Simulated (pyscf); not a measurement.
PySCF, gas phase, ωB97X-D3(BJ)/def2-SVP geometries. MP2 and CC: frozen core, UHF for open shells. ΔMP2 is the change of the MP2 total energy from the triple- to the quadruple-zeta basis.

SMILES: C(I)#C
```xyz
4

C      0.2133    -0.4379    -0.4399
C      0.8666    -0.1647     0.5403
I      1.9466     0.2870     2.1603
H     -0.3685    -0.6812    -1.3125
```

Q: How much does it cost (ΔH, 298 K, CCSD(T)/def2-TZVPP + ΔMP2(QZVPP)) to split HC≡C–I at its C–I bond into •C≡CH + I•?

A: C–I to •C≡CH + I•: 92.3 kcal/mol. The radicals are drawn with the spin at the cut bond; how far it spreads was not checked. The CCSD(T) − MP2 part came from Ansatz, without density fitting, on the same reference. An open-shell T1 diagnostic exceeds 0.045. A UHF reference is spin-contaminated (<S²> up to 1.15), which harms MP2 most. The frozen core leaves the outer d or s,p core shells of the metals and heavy elements correlated in the MP2 and CC values, and def2-TZVPP describes them poorly, which can shift differences by a few kcal/mol. Left out: the spin-orbit lowering of I, which is large for Br, Se, Te and I. C₂H has a Π state close over its Σ ground state, and the state reached was not checked. Elements past Kr carry the def2 core potentials, without spin-orbit coupling.
